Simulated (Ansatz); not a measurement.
A calculation with Ansatz (development build ahead of 0.2.0).

```yaml
crystal:
  periodic: [false, false, false]
  atoms:
    - { symbol: C, position_ang: [0.0, 0.0, 0.0] }
    - { symbol: H, position_ang: [0.0, 1.1088, 0.4704] }
    - { symbol: H, position_ang: [0.0, -0.99, 0.42] }
basis:
  gaussian: { orbitals: STO-3G }
magnetization:
  initial_magnetization: 2
hamiltonian:
  xc: hf
correlation:
  method: ccsd_t
  frozen_orbitals: { C: 1, H: 0 }
```

The input is written out in the form of the current development build from the run's settings. Correlation on restricted open-shell orbitals is semicanonical, with singles.

Results

| Quantity | Value |
| --- | --- |
| Converged | yes |
| Reference energy | -38.41804 hartree |
| CCSD correlation energy | -0.04765 hartree |
| Triples correction | -0.00014 hartree |
| Total energy | -38.46582 hartree |
| Spin squared of the determinant | 2.000 |
